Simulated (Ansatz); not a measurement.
# MgNaH (singlet): wave-function methods side by side at angle Na1–Mg2–H3 = 123.6°, cc-pVTZ

An exercise on one series of results from a longer session: the logs are not shown, and one member is left open.

Method: cc-pVTZ, core rule «outside noble gas», up to 10 orbitals frozen; program: Ansatz 0.2.0, Gaussian basis.

The runs, in order: UHF; CCSD(T) on RHF; CCSD(T) on UHF; BCCD(T) on RHF; CCSDT(Q) on RHF; CCSDT(Q) on UHF; Full CI.

26 further runs of the same task are left out: 14 for a known fault of the program, 9 that didn't finish, 3 set aside as unsound or not needed. Runs told in other sessions of the task aren't counted.

**The geometry**

The geometry derives from a PBE0/def2-TZVP stationary point (not a proven minimum). One angle is set to the value named; bond lengths are kept.

3 atoms, charge 0, spin multiplicity 1.

Atoms are counted from 1 here; the program's logs count them from 0.

Bond lengths: Na1–Mg2 3.016 Å, Mg2–H3 1.747 Å. Angles: Na1–Mg2–H3 123.6°.

Set-up of the first run:

in.yaml reads:

```yaml
crystal:
  periodic: [false, false, false]
  atoms:
    - {symbol: Na, position_ang: [0.729674, 0.000000, 1.425107]}
    - {symbol: Mg, position_ang: [-0.695586, 0.000000, -1.232992]}
    - {symbol: H, position_ang: [0.130149, 0.000000, -2.772982]}
basis:
  gaussian: {orbitals: cc-pVTZ}
magnetization: {spin_polarized: true, initial_magnetization: 0}
hamiltonian: {xc: hf}
output: {orbitals: {seedname: orbitals}}
```

Command:

```sh
> ansatz run in.yaml --threads 1 --pin off --events-out ev --progress --plain --max-ram 2393MiB
```

Among the steps run: UHF; CCSD(T) on RHF; CCSD(T) on UHF; BCCD(T) on RHF; CCSDT(Q) on RHF; CCSDT(Q) on UHF; Full CI.

One of the session's tables, all rows but one given; the rest of the session is left out.

It belongs to the step «Misses and costs». 

| method | from FCI (kcal/mol) |
| --- | --- |
| RHF | +45.71 |
| UHF | +44.48 |
| RMP2 | +11.84 |
| RCCSD | +0.95 |
| RCCSD(T) | +0.24 |
| BCCD(T) | +0.24 |
| RCCSDT | ? |
| RCCSDT(Q) | +0.01 |
| FCI | 0 |

Q: Estimate the row for RCCSDT from the others.

**Answer.** from FCI (kcal/mol): +0.04. In the column «from FCI (kcal/mol)» it lies between RCCSDT(Q) (+0.01) and RCCSD(T) (+0.24).

Not comparable, so not listed: CCSD(T) on UHF; CCSDT(Q) on UHF (they don't share determinant, frozen orbitals or solution with the rows shown, or repeat one).
